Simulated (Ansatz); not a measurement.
1T (CdI2-type) TiTe₂, treated with PBE0-D4 (Ansatz, a first-principles code, PAW).

Numerical settings: plane-wave cutoff 500 eV, 12×12×4 k mesh (along the axes of the cell as run), Fermi–Dirac smearing 0.05 eV, scalar-relativistic PAW data made under PBE.

Computed at the level's own relaxed cell.

### Question
Predict the volume per atom, equilibrium lattice constant a and c axis length.

### Answer

- volume per atom: 25.96 Å³/atom
- equilibrium lattice constant a: 3.744 Å
- c axis length: 6.414 Å

Note: exact exchange on metals is sensitive to the k mesh and can open a false gap.

Spin–orbit coupling is not included.

The computed numbers hold no vibrational or temperature effects.

It cost roughly 50 core-minutes of CPU time.
